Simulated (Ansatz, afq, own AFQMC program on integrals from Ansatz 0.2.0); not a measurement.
AFQMC on a folder of integrals that Ansatz 0.2.0 wrote.

```yaml
crystal:
  periodic: [false, false, false]
  atoms:
    - {symbol: N, position_ang: [0.000000, -0.123151, -0.624976]}
    - {symbol: C, position_ang: [0.000000, 0.059956, 0.622305]}
    - {symbol: H, position_ang: [0.000000, -0.809947, 1.281846]}
    - {symbol: H, position_ang: [0.000000, 1.040239, 1.112909]}
    - {symbol: H, position_ang: [0.000000, 0.766609, -1.125303]}
basis:
  gaussian: {orbitals: aug-cc-pVDZ}
magnetization: {spin_polarized: true, initial_magnetization: 2}
correlation: {method: ccsd_t, electrons: outside_noble_gas, hamiltonian_folder: ham}
```

```sh
$ ansatz run in.yaml --threads 1 --pin off --events-out ev --progress --plain --max-ram 16896MiB --backend cuda --devices 0, --max-vram 18GiB
```

afq runs on the folder ham with

```
--method free --trial cisd --walkers 1200 --time-step 0.03 --max-blocks 4000 --target-error 0.00042 --factor-cut 1e-05 --seed 847 --times 0,0.21,0.42,0.81,1.2,1.8,2.4,3 --taylor-order 8
```

Times are imaginary, in 1/Eh. The walk had a cap of 121 s.

Log:

```
orbitals 71  electrons 7 5  factors 605 of 719
reference energy -93.90850432 Eh
CCSD correlation -0.30613891 Eh in 14 cycles, weight of the determinant in the CISD state 0.8769
repeat  energy at the last time / Eh  error
    10  -94.225442  0.000551
    20  -94.225851  0.000382
    30  -94.225663  0.000314
time / (1/Eh)  energy / Eh  error  mean overlap
  0.00  -94.214669  0.000073  1.1404
  0.21  -94.220548  0.000086  1.1400
  0.42  -94.222893  0.000111  1.1402
  0.81  -94.224556  0.000117  1.1426
  1.20  -94.225053  0.000175  1.1475
  1.80  -94.225695  0.000174  1.1462
  2.40  -94.225435  0.000200  1.1480
  3.00  -94.225588  0.000311  1.1587
energy -94.225588 +/- 0.000311 Eh
```

The run passed its tests (error under three times the target), which doesn't prove that it has relaxed.

Against this walk (error 8.5 meV) on the same determinant: CCSD(T) 36.4 meV higher, CCSDT(Q) 7.7 meV lower (within the noise). The error is statistical, and a free projection of finite length keeps a remainder of its start.

Cautions: remainder of the start not in the error; another spin lies lower (by 4.67 eV).

The walk took 86 s on 1 × NVIDIA H100 80GB HBM3 with 2 threads of AMD EPYC 7R13 Processor (Zen 3), with other jobs on the host (the card was shared). The log's last line is the free-projection energy.

CCSDT and higher add their correlation energy to the determinant of the CCSD(T) run, since their own runs factorise the integrals more tightly (a shift of under 2 meV). A walk keeps the symmetry of its determinant, which the program's search chose and which needn't be the lowest solution, so a lower state of the same spin and another symmetry isn't excluded.
